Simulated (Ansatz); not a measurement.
**Scan of the H5–C1–H4 angle**

C3H6 (SMILES C1CC1), closed shell, at its PBE0-D4/def2-TZVP minimum:

```json
{"atom": "C1", "x (Å)": "-0.5179", "y (Å)": "0.0193", "z (Å)": "-0.6860"}
{"atom": "C2", "x (Å)": "0.7321", "y (Å)": "0.4696", "z (Å)": "0.0039"}
{"atom": "C3", "x (Å)": "-0.1847", "y (Å)": "-0.5043", "z (Å)": "0.6764"}
{"atom": "H4", "x (Å)": "-1.3334", "y (Å)": "0.7262", "z (Å)": "-0.7738"}
{"atom": "H5", "x (Å)": "-0.4198", "y (Å)": "-0.6544", "z (Å)": "-1.5280"}
{"atom": "H6", "x (Å)": "0.7661", "y (Å)": "1.4827", "z (Å)": "0.3849"}
{"atom": "H7", "x (Å)": "1.6798", "y (Å)": "0.1020", "z (Å)": "-0.3691"}
{"atom": "H8", "x (Å)": "0.1400", "y (Å)": "-1.5339", "z (Å)": "0.7603"}
{"atom": "H9", "x (Å)": "-0.7737", "y (Å)": "-0.1534", "z (Å)": "1.5145"}
```

The angle H5–C1–H4 (114.3° at the minimum) is set to the values below, H5, with anything bonded beyond it, turning rigidly in the plane of the angle. Each method's energies count from its own value at the PBE0-D4 minimum structure. Ansatz 0.2.0; basis: def2-TZVPP; cores frozen in the correlated methods. B3LYP uses VWN-RPA correlation.

```json
{"angle (°)": "96.3", "CCSD(T) (eV)": "0.293", "r2SCAN-D4 (eV)": "0.285", "PBE-D4 (eV)": "0.266", "PBE0-D4 (eV)": "0.281"}
{"angle (°)": "100.8", "CCSD(T) (eV)": "0.167", "r2SCAN-D4 (eV)": "0.162", "PBE-D4 (eV)": "0.149", "PBE0-D4 (eV)": "0.159"}
{"angle (°)": "105.3", "CCSD(T) (eV)": "0.076", "r2SCAN-D4 (eV)": "0.073", "PBE-D4 (eV)": "0.066", "PBE0-D4 (eV)": "0.071"}
{"angle (°)": "109.8", "CCSD(T) (eV)": "0.020", "r2SCAN-D4 (eV)": "0.019", "PBE-D4 (eV)": "0.016", "PBE0-D4 (eV)": "0.018"}
{"angle (°)": "114.3", "CCSD(T) (eV)": "0.000", "r2SCAN-D4 (eV)": "0.000", "PBE-D4 (eV)": "0.000", "PBE0-D4 (eV)": "0.000"}
{"angle (°)": "118.8", "CCSD(T) (eV)": "0.017", "r2SCAN-D4 (eV)": "0.018", "PBE-D4 (eV)": "0.019", "PBE0-D4 (eV)": "0.018"}
{"angle (°)": "123.3", "CCSD(T) (eV)": "?", "r2SCAN-D4 (eV)": "0.074", "PBE-D4 (eV)": "0.074", "PBE0-D4 (eV)": "0.074"}
{"angle (°)": "127.8", "CCSD(T) (eV)": "?", "r2SCAN-D4 (eV)": "0.168", "PBE-D4 (eV)": "0.166", "PBE0-D4 (eV)": "0.168"}
{"angle (°)": "132.3", "CCSD(T) (eV)": "?", "r2SCAN-D4 (eV)": "0.303", "PBE-D4 (eV)": "0.296", "PBE0-D4 (eV)": "0.302"}
```

**Question.** Fill in the withheld CCSD(T) values. (Judge from chemistry; the value comes from the calculation.)

**Answer.** By the calculation: 0.072 eV at 123.3°; 0.167 eV at 127.8°; 0.302 eV at 132.3°. These count from the CCSD(T) energy at the PBE0-D4 minimum.

Minimum and curvature along this coordinate at CCSD(T): A fifth-order fit through the nearest points gives 114.5°, with a curvature of about 1.8 meV/deg².

Largest difference from the CCSD(T) curve over the scan: B3LYP-D4 0.015; wB97M-V 0.010; HF 0.050; MP2 0.007 eV. Each curve counts from its own value at the minimum.

T1 diagnostic: at most 0.008.

For scale, one of the runs: CCSD(T)/def2-TZVPP, 177 basis functions (an equivalent command: `ansatz run in.yaml --threads 2`). Hardware: 2 CPU threads, shared host. Wall time 12 s; peak host memory 1.9 GiB.
